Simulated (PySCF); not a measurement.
Oxalyl dichloride, C₂Cl₂O₂.
SMILES with atom numbers: `[O:1]=[C:2]([Cl:3])[C:4](=[O:5])[Cl:6]`

The geometry is computed with GFN2-xTB (gas phase).

Some entries are withheld. Bonds in one row agree within 0.01 Å.

```csv
coordinate,value
"O1=C2, C4=O5",?
"C2–Cl3, C4–Cl6",?
C2–C4,?
O1–C2–Cl3,?
O1–C2–C4,?
Cl3–C2–C4,?
```

Task: Estimate the withheld lengths and angles.

Result: 
- O1=C2, C4=O5 = 1.184 Å, drawn double (carbonyl oxygen to acyl halide carbon); 0.21 Å below the sum of covalent radii, 1.39 Å.
- C2–Cl3, C4–Cl6 = 1.732 Å, drawn single (ends: acyl halide carbon; chlorine bonded to C); 0.02 Å below the sum of covalent radii, 1.75 Å.
- C2–C4 = 1.531 Å, drawn single (both ends acyl halide carbon); 0.07 Å above the sum of covalent radii, 1.46 Å.
- O1–C2–Cl3 = 123.6°, at the acyl halide carbon; the outer atoms are 2.583 Å apart.
- O1–C2–C4 = 126.0°, at the acyl halide carbon; the outer atoms are 2.424 Å apart.
- Cl3–C2–C4 = 110.5°, at the acyl halide carbon; the outer atoms are 2.683 Å apart.

Radii are Cordero's, carbon taken as 0.76, 0.73 or 0.69 Å for four, three, and two or fewer neighbours.

No frequency check. The numbers are those of one conformer (O1–C2–C4–O5 180°).
